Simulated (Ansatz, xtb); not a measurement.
# Ranking isomers of H5NPSi

11 gas-phase structures of H5NPSi, found in a search over its isomers (lower ones may exist). Each was relaxed with GFN2-xTB; where two conformers were screened, the lower at r2SCAN-D4/def2-SVP is listed:

A. `N[SiH2][PH]`, a doublet
B. `[SiH3]N[PH]`, a doublet
C. `[NH-][PH2+][SiH2]`, a doublet
D. a doublet given by its coordinates
E. `N[P][SiH3]`, a doublet
F. `[SiH2]=N[PH3]`, a doublet
G. `[SiH3][N]P`, a doublet
H. `[SiH2]NP`, a doublet
I. `[NH]P[SiH3]`, a doublet
J. `[NH][SiH2]P`, a doublet
K. a doublet given by its coordinates

D (Å):

```tsv
atom	x (Å)	y (Å)	z (Å)
N	1.7824	1.9855	-1.1661
P	-0.0929	-0.8015	-0.5024
Si	1.6146	0.3600	-1.7018
H	1.0647	2.6925	-1.2350
H	2.6065	2.3417	-0.7077
H	-1.1280	-0.7019	-1.4386
H	-0.9897	-1.4687	0.3781
H	0.3401	-2.0071	-1.0240
```

Close contacts (Å): N1–Si3 1.72, P2–Si3 2.39, N1–H4 1.01, N1–H5 1.01, P2–H6 1.40, P2–H7 1.42, P2–H8 1.38.

K (Å):

```xyz
8

N     1.4547    2.1909   -2.1647
P     0.3829   -0.9428   -0.4492
Si    0.3107    1.2517   -1.5082
H     2.3875    2.3352   -1.8095
H    -0.9444    1.1321   -2.2573
H     1.5818   -0.6670    0.1961
H     0.4301   -2.3013    0.0263
H    -0.4141   -0.5818    0.6310
```

Close contacts (Å): N1–Si3 1.62, P2–Si3 2.44, N1–H4 1.01, P2–H6 1.39, P2–H7 1.44, P2–H8 1.39, Si3–H5 1.47.

Q: Make a reasoned guess at their ranking by r2SCAN-D4/def2-SVP single-point energy.

A: Calculated order at r2SCAN-D4/def2-SVP: A (0.000), B (0.190), E (0.450), H (0.875), G (1.092), J (1.366), I (1.517), D (1.629), F (1.791), K (2.386), C (2.519) eV.

Energies above the lowest of each column, in eV; the last columns are at B3LYP-D3(BJ)/def2-SVP geometries and were run for some of them only (a dash: not run or not comparable):

```json
{"structure": "A", "GFN2-xTB": "0.665", "HF/STO-3G": "0.042", "r2SCAN-D4/def2-SVP": "0.000", "B3LYP-D3(BJ)/def2-SVP": "0.000", "CCSD(T)/def2-SVP + ΔMP2/def2-TZVPP": "0.000"}
{"structure": "B", "GFN2-xTB": "0.000", "HF/STO-3G": "0.000", "r2SCAN-D4/def2-SVP": "0.190", "B3LYP-D3(BJ)/def2-SVP": "0.061", "CCSD(T)/def2-SVP + ΔMP2/def2-TZVPP": "0.142"}
{"structure": "E", "GFN2-xTB": "0.655", "HF/STO-3G": "0.329", "r2SCAN-D4/def2-SVP": "0.450", "B3LYP-D3(BJ)/def2-SVP": "0.404", "CCSD(T)/def2-SVP + ΔMP2/def2-TZVPP": "–"}
{"structure": "H", "GFN2-xTB": "0.935", "HF/STO-3G": "1.110", "r2SCAN-D4/def2-SVP": "0.875", "B3LYP-D3(BJ)/def2-SVP": "–", "CCSD(T)/def2-SVP + ΔMP2/def2-TZVPP": "–"}
{"structure": "G", "GFN2-xTB": "0.659", "HF/STO-3G": "1.230", "r2SCAN-D4/def2-SVP": "1.092", "B3LYP-D3(BJ)/def2-SVP": "–", "CCSD(T)/def2-SVP + ΔMP2/def2-TZVPP": "–"}
{"structure": "J", "GFN2-xTB": "1.304", "HF/STO-3G": "1.597", "r2SCAN-D4/def2-SVP": "1.366", "B3LYP-D3(BJ)/def2-SVP": "–", "CCSD(T)/def2-SVP + ΔMP2/def2-TZVPP": "–"}
{"structure": "I", "GFN2-xTB": "1.013", "HF/STO-3G": "1.498", "r2SCAN-D4/def2-SVP": "1.517", "B3LYP-D3(BJ)/def2-SVP": "–", "CCSD(T)/def2-SVP + ΔMP2/def2-TZVPP": "–"}
{"structure": "D", "GFN2-xTB": "1.690", "HF/STO-3G": "2.965", "r2SCAN-D4/def2-SVP": "1.629", "B3LYP-D3(BJ)/def2-SVP": "–", "CCSD(T)/def2-SVP + ΔMP2/def2-TZVPP": "–"}
{"structure": "F", "GFN2-xTB": "1.343", "HF/STO-3G": "5.135", "r2SCAN-D4/def2-SVP": "1.791", "B3LYP-D3(BJ)/def2-SVP": "–", "CCSD(T)/def2-SVP + ΔMP2/def2-TZVPP": "–"}
{"structure": "K", "GFN2-xTB": "1.654", "HF/STO-3G": "4.459", "r2SCAN-D4/def2-SVP": "2.386", "B3LYP-D3(BJ)/def2-SVP": "–", "CCSD(T)/def2-SVP + ΔMP2/def2-TZVPP": "–"}
{"structure": "C", "GFN2-xTB": "1.646", "HF/STO-3G": "5.209", "r2SCAN-D4/def2-SVP": "2.519", "B3LYP-D3(BJ)/def2-SVP": "–", "CCSD(T)/def2-SVP + ΔMP2/def2-TZVPP": "–"}
```

CCSD(T)/def2-SVP + ΔMP2/def2-TZVPP puts A lowest of those it was run on; GFN2-xTB picks B, HF/STO-3G picks B. Some further structures that were screened fall inside this span and aren't listed. Flexible structures stand in one conformer each, not always the lowest. Frequencies (B3LYP-D3(BJ)/def2-SVP) were run for A, B alone. Open shells are spin-unrestricted, some with notable spin contamination. ΔMP2 is the change of the MP2 energy from the smaller to the larger basis.

Over these structures GFN2-xTB departs from r2SCAN-D4/def2-SVP by 0.358 eV on average once a common shift is removed. A GFN2-xTB relaxation took about 0.42 s and the r2SCAN-D4/def2-SVP energy about 6.3 s on a shared host (Ansatz 0.2.0, xtb 6.7.1).
